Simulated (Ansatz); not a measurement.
Start from `N=C(F)F` and change one atom or group to get `CN=C(F)F`.

Ansatz, PBE0-D4/def2-TZVP geometries, multiplicity 1. Each molecule was computed in one conformer, which needn't be the lowest.

```csv
property,`N=C(F)F`
HOMO–LUMO gap (B3LYP/def2-TZVPP) / eV,9.08
LUMO energy (ωB97M-V/def2-TZVPP) / eV,2.64
size of the dipole moment (PBE/def2-TZVPP) / D,1.42
size of the dipole moment (ωB97M-V/def2-TZVPP) / D,1.48
zero-point energy (PBE0-D4/def2-TZVP) / kJ/mol,69.0
HOMO energy (PBE/def2-TZVPP) / eV,-7.69
```

Question: What does the change do to each property? (Estimate.)

Answer: Computed: 
```json
{"property": "HOMO–LUMO gap (B3LYP/def2-TZVPP) / eV", "`CN=C(F)F`": "8.49", "shift": "-0.59"}
{"property": "LUMO energy (ωB97M-V/def2-TZVPP) / eV", "`CN=C(F)F`": "2.83", "shift": "0.19"}
{"property": "size of the dipole moment (PBE/def2-TZVPP) / D", "`CN=C(F)F`": "1.55", "shift": "0.13"}
{"property": "size of the dipole moment (ωB97M-V/def2-TZVPP) / D", "`CN=C(F)F`": "1.64", "shift": "0.16"}
{"property": "zero-point energy (PBE0-D4/def2-TZVP) / kJ/mol", "`CN=C(F)F`": "142.1", "shift": "73.1"}
{"property": "HOMO energy (PBE/def2-TZVPP) / eV", "`CN=C(F)F`": "-6.90", "shift": "0.79"}
```

With PBE0 the HOMO rises by 0.91 eV and the LUMO rises by 0.29 eV, so the gap narrows by about 0.62 eV. PBE moves the HOMO by 0.79 eV and ωB97M-V by 0.96 eV. The zero-point energy changes by 73.1 kJ/mol with +9 modes. Dipoles are sizes alone; their direction can turn.

B3LYP here is the variant with VWN-RPA as its local correlation; programs differ in this.
